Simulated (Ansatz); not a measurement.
`CBC` + H• → `C[B]C`• + H₂ at 500 K and 1 bar (hydrogen abstraction from a B–H bond).

Program: Ansatz. Geometries: PBE0-D4/def2-TZVP. ΔE: electronic, gas phase. CCSD(T)/CBS adds triple-zeta CCSD(T) − MP2 to the extrapolated MP2 energy (def2 sets, frozen cores). This one scheme is used for every species, atoms too. Open shells (•) are unrestricted, without spin–orbit coupling.

```csv
species,CCSD(T)/CBS energy (Eh),H − E (kJ/mol),S (J/(mol·K))
`CBC`,-105.11307,257.5,335.4
H•,-0.50000,10.4,125.5
`C[B]C`•,-104.43815,227.7,343.0
H₂,-1.17544,41.0,145.5
```

H − E and S are ideal-gas, rigid-rotor, harmonic terms from PBE0-D4/def2-TZVP, for one conformer and one mirror image of each species, with the whole ground term of open shells counted as degenerate. The MP2-based limit puts H₂ 0.8 mEh under its directly extrapolated value; such offsets cancel only in part. 1 Eh = 2625.50 kJ/mol, R = 8.31446 J/(mol·K).

By hand: ΔE, ΔH, ΔS and ΔG.

ΔE = (-104.43815) + (-1.17544) − (-105.11307) − (-0.50000) = -0.00052 Eh = -1.4 kJ/mol. Δ(H − E) = 227.7 + 41.0 − 257.5 − 10.4 = 0.8, so ΔH = -0.6 kJ/mol. ΔS = 343.0 + 145.5 − 335.4 − 125.5 = 27.6 J/(mol·K). ΔG = -0.6 − 500 × (27.6)/1000 = -14.4 kJ/mol.

By hand: the equilibrium constant, and the temperature at which ΔG would vanish if ΔH and ΔS stayed fixed.

log₁₀ K = −ΔG/(RT ln 10) = 1.5. ΔH and −TΔS have one sign here, so there is no such temperature.

TΔS isn't small against ΔH here. A doubt of 5 kJ/mol in ΔE shifts log₁₀ K by 0.5 here. Other conformers and mirror images would add mixing entropy, several J/(mol·K) or more a flexible species. These are equilibria of isolated gas molecules and say nothing of rates. Largest T1 diagnostic: 0.012 (customary marks: 0.02 for closed shells, 0.045 for open ones).
